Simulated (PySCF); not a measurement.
Gas-phase reaction: SiCl2F2 + 3 Cl → SiCl3 + 2 ClF

Method: PySCF energies (xtb for GFN2) plus ideal-gas RRHO corrections (1 bar). † marks an energy on the PBE0/def2-TZVP geometry and frequencies; other levels use their own. MP2 freezes the core. Open shells (unrestricted): Cl (multiplicity 2, electronic degeneracy 6), SiCl3 (multiplicity 2); the rest are closed-shell singlets. GFN2 has no spin-polarisation term. Spin-orbit splitting is ignored; it lowers the true energy and changes the entropy of Cl. B3LYP is the form with VWN-RPA correlation. MP2 isn't extrapolated to the basis-set limit; its ΔH°(298 K) is 402.4 kJ in def2-SVP and 350.0 kJ in def2-TZVPP. The harmonic model lacks anharmonicity and excited electronic states, which grow with temperature; levels with a mode under 35 cm⁻¹ are left out.

ΔH° and ΔS° at 298 K: B3LYP/def2-TZVP† 318 kJ, -72 J/K; GFN2-xTB 131 kJ, -74 J/K; HF/def2-TZVP† 574 kJ, -72 J/K; MP2/def2-SVP† 402 kJ, -72 J/K.

Question: With the heat capacities included, give log10 K (1 bar) at 500, 1200, 1400, 2000, 2500 K from B3LYP/def2-TZVP†, GFN2-xTB, HF/def2-TZVP†, MP2/def2-SVP†.

Answer: 
| T (K) | B3LYP/def2-TZVP† | GFN2-xTB | HF/def2-TZVP† | MP2/def2-SVP† |
|---|---|---|---|---|
| 500 | -37.0 | -17.6 | -63.8 | -45.9 |
| 1200 | -18.0 | -9.9 | -29.1 | -21.7 |
| 1400 | -16.1 | -9.2 | -25.6 | -19.2 |
| 2000 | -12.7 | -7.9 | -19.4 | -14.9 |
| 2500 | -11.2 | -7.3 | -16.5 | -12.9 |
